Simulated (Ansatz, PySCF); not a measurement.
This PySCF input computes a SVWN5/def2-TZVPD energy:

```python
from pyscf import gto, scf, dft

mol = gto.M(
    atom='''
    C     1.14502538   -0.38142530    0.14741238
    C     0.03204805    0.65710997    0.11064372
    O    -1.23308689   -0.12617052   -0.21931843
    H    -1.79541147    0.09447728    0.52177410
    H     0.20752425    1.23918759   -0.81929277
    H     2.11943237    0.13014009    0.16693320
    H     1.09945895   -1.00981192    1.05044502
    H     1.17125044   -1.09873694   -0.71364874
    ''',
    basis='def2-tzvpd',
    charge=-1,
    spin=0,
    verbose=4,
)

mf = dft.RKS(mol, xc='svwn').density_fit(auxbasis='def2-universal-jkfit')
mf.grids.level = 3
mf.conv_tol = 1e-9
mf.max_cycle = 100
mf.max_memory = 1500
mf.kernel()
if not mf.converged:
    mf = mf.newton()
    mf.kernel(mf.make_rdm1())
mf.analyze()
```

Write an input for the same energy in Ansatz (a first-principles code) and say what it gives.


Ansatz 0.2 input:
```yaml
crystal:
  periodic: [false, false, false]
  atoms:
    - {symbol: C, position_ang: [1.14502538, -0.38142530, 0.14741238]}
    - {symbol: C, position_ang: [0.03204805, 0.65710997, 0.11064372]}
    - {symbol: O, position_ang: [-1.23308689, -0.12617052, -0.21931843]}
    - {symbol: H, position_ang: [-1.79541147, 0.09447728, 0.52177410]}
    - {symbol: H, position_ang: [0.20752425, 1.23918759, -0.81929277]}
    - {symbol: H, position_ang: [2.11943237, 0.13014009, 0.16693320]}
    - {symbol: H, position_ang: [1.09945895, -1.00981192, 1.05044502]}
    - {symbol: H, position_ang: [1.17125044, -1.09873694, -0.71364874]}
basis:
  gaussian:
    orbitals: def2-TZVPD
hamiltonian:
  xc: {name: SVWN5}
total_charge: -1
output: {forces: true}
```
It gives -153.14301 Eh, and PySCF -153.14309 Eh, a difference of 0.08 mEh, from the treatment of integrals and grids.

It need not be the lowest isomer of its formula. Whether it binds its extra electron was not tested at this geometry.
